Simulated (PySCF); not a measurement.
# AlH4: the cost of one run

Computed with PySCF 2.14.0, with density-fitted response routines of our own, on a single molecule, in the gas phase or a continuum. Atoms are numbered from 0 throughout.

### 1 Starting geometry

5 atoms, charge -1, multiplicity 1; geometry from: GFN2-xTB. The atoms were then displaced at random by about 0.01 Å, so the start is not that level's minimum.

Bonds of the start (Å): Al0–H1 1.64, Al0–H2 1.66, Al0–H3 1.62, Al0–H4 1.63.

### 2 Optimising the geometry at PBE0-D3(BJ)/def2-TZVP

What the job is given:

```
{"job": {"xc": "PBE0", "basis": "def2-TZVP", "d3": "d3bj", "grid": 2, "shake": 0.01, "kind": "geom"}, "charge": -1, "multiplicity": 1}
Al     0.022510    -0.024660     0.000110
H      0.617120     1.169640    -0.950360
H     -1.096100     0.645570     1.020690
H      1.231870    -0.707320     0.836670
H     -0.741830    -1.117200    -0.945010
```

The run is started by

```sh
$ OMP_NUM_THREADS=1 python probes_run.py task.json out
```

The driver reads the jobs from task.json and runs them one after another.

**Question.** How long does this first job take on 1 thread of Arm Neoverse N1, shared host, and how much memory does it need?

About 5.2 s, with a peak of 0.3 GiB.
